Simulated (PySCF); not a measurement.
## EPR parameters of C4H6NS

Compound: C4H6NS (doublet state).
Z-matrix (Å and degrees, GFN2-xTB geometry), rows numbered from 1:
```
N 
C   1  1.2730
C   2  1.5157  1  130.52
C   3  1.5468  2   88.15  1   179.95
C   2  1.4211  1  138.62  3  -179.96
S   5  1.7196  2  134.33  1     0.04
H   1  1.0183  2  114.94  3   179.95
H   3  1.0869  2  113.97  1    63.21
H   3  1.0869  2  113.83  1   -63.32
H   4  1.0913  3  115.12  2  -116.21
H   4  1.0915  3  115.22  2   116.47
H   6  1.3384  5   94.56  2     0.02
```

The hyperfine couplings belong to this conformer and change with its torsions.

Identity: `[H]/N=C1/CC[C]1S` [radical].

Method used: UKS B3LYP, pcH-1 on C H N S, non-relativistic, mean-field spin-orbit, GIAO in PySCF. Isolated species at its GFN2-xTB geometry (one conformer only). Couplings are sensitive to structure, and on GFN2-xTB geometries they can be far from those on DFT ones. The SCF solution wasn't tested for stability.

```
g1, g2, g3        : 2.00201, 2.00361, 2.00719
g_iso             : 2.00427
Form of g         : rhombic: the two nearest values differ by 31 % of g3 − g1
⟨S²⟩              : 0.7644 (exact 0.7500)
α and β electrons : 27, 26
Basis functions   : 220
```

Hyperfine couplings atom by atom, in MHz; T1 to T3 are the principal values of the dipolar part:

```json
{"atom": "N1", "isotope": "14N", "a_iso": "13.1", "of which spin–orbit": "0.0", "T1": "-17.3", "T2": "-17.0", "T3": "34.3", "Mulliken spin population": "0.38"}
{"atom": "C2", "isotope": "13C", "a_iso": "-35.0", "of which spin–orbit": "0.0", "T1": "-16.2", "T2": "3.3", "T3": "12.9", "Mulliken spin population": "-0.14"}
{"atom": "C3", "isotope": "13C", "a_iso": "1.1", "of which spin–orbit": "0.0", "T1": "-1.3", "T2": "-0.6", "T3": "1.9", "Mulliken spin population": "0.01"}
{"atom": "C4", "isotope": "13C", "a_iso": "-23.2", "of which spin–orbit": "0.0", "T1": "-1.9", "T2": "0.1", "T3": "1.7", "Mulliken spin population": "-0.06"}
{"atom": "C5", "isotope": "13C", "a_iso": "67.8", "of which spin–orbit": "0.2", "T1": "-53.8", "T2": "-52.8", "T3": "106.5", "Mulliken spin population": "0.60"}
{"atom": "S6", "isotope": "33S", "a_iso": "5.1", "of which spin–orbit": "-0.3", "T1": "-18.9", "T2": "-15.5", "T3": "34.4", "Mulliken spin population": "0.16"}
{"atom": "H7", "isotope": "1H", "a_iso": "-24.6", "of which spin–orbit": "0.0", "T1": "-17.5", "T2": "-4.8", "T3": "22.4", "Mulliken spin population": "-0.01"}
{"atom": "H8", "isotope": "1H", "a_iso": "-3.9", "of which spin–orbit": "0.0", "T1": "-2.3", "T2": "-1.0", "T3": "3.2", "Mulliken spin population": "0.00"}
{"atom": "H9", "isotope": "1H", "a_iso": "-4.0", "of which spin–orbit": "0.0", "T1": "-2.3", "T2": "-1.0", "T3": "3.2", "Mulliken spin population": "0.00"}
{"atom": "H10", "isotope": "1H", "a_iso": "77.2", "of which spin–orbit": "0.0", "T1": "-3.1", "T2": "-2.7", "T3": "5.8", "Mulliken spin population": "0.03"}
{"atom": "H11", "isotope": "1H", "a_iso": "76.9", "of which spin–orbit": "0.0", "T1": "-3.1", "T2": "-2.7", "T3": "5.7", "Mulliken spin population": "0.03"}
{"atom": "H12", "isotope": "1H", "a_iso": "-6.1", "of which spin–orbit": "0.0", "T1": "-2.4", "T2": "-1.6", "T3": "4.0", "Mulliken spin population": "0.00"}
```

The largest Mulliken spin populations are on C5 (+0.60), N1 (+0.38), S6 (+0.16) and C2 (-0.14). Three atoms exceed +0.15. The angles at C5 add up to 360.0°, so it is planar.

The SMILES `[H]/N=C1/CC[C]1S` draws the unpaired electron on C5, whose computed spin population is only +0.60.

Under fast tumbling the dipolar parts average out, and these isotropic splittings remain: 2 × 1H (H10/H11, I = 1/2, 3 lines) with 2.75 mT, 1 × 1H (H7, I = 1/2, 2 lines) with 0.88 mT, 1 × 14N (N1, I = 1, 3 lines) with 0.47 mT, 1 × 1H (H12, I = 1/2, 2 lines) with 0.22 mT and 2 × 1H (H8/H9, I = 1/2, 3 lines) with 0.14 mT.

Class means assume fast exchange of nuclei equivalent by connectivity; if that motion is slow, each nucleus keeps its own coupling.

The 33S coupling of S6 (5.1 MHz) shows only in satellite lines or after enrichment, since that isotope makes up about 0.76 % of natural sulfur.

The 13C coupling of C5 (67.8 MHz) shows only in satellite lines or after enrichment, since that isotope makes up about 1.07 % of natural carbon.

Examples of negative spin density at the nucleus (bohr⁻³): C2 (-0.0311), C4 (-0.0206) and H7 (-0.0055).

The run took 41 s wall (grids of density and orbitals included) on Arm Neoverse V1, one thread, on a shared host, and the process peaked at 0.85 GiB of memory.
